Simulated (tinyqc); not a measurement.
Worked calculation: ROHF in the sto-3g basis, for OH+, spin multiplicity 3. This run ends on a higher stationary point, not on the lowest solution. One step of it, computed by the program tinyqc.

Problem. Orthogonalisation. S = U s U^T; symmetric (Loewdin) form X = U s^(-1/2) U^T, so that X^T S X = 1.

overlap S, lower triangle:
```
           1O 1s     1O 2s    1O 2px    1O 2py    1O 2pz     2H 1s
1O 1s   1.000000
1O 2s   0.236704  1.000000
1O 2px  0.000000  0.000000  1.000000
1O 2py  0.000000  0.000000  0.000000  1.000000
1O 2pz  0.000000  0.000000  0.000000  0.000000  1.000000
2H 1s   0.016720  0.212753  0.000000  0.000000  0.209377  1.000000
```

Give: eigenvalues of S; X.

Solution.

eigenvalues of S: 0.653  0.852  1.000  1.000  1.132  1.362

X, lower triangle:
```
         1O 1s   1O 2s  1O 2px  1O 2py  1O 2pz  2H 1s
1O 1s    1.022
1O 2s   -0.125   1.041
1O 2px   0.000   0.000   1.000
1O 2py   0.000   0.000   0.000   1.000
1O 2pz  -0.002   0.018   0.000   0.000   1.018
2H 1s    0.012  -0.115   0.000   0.000  -0.111  1.036
```
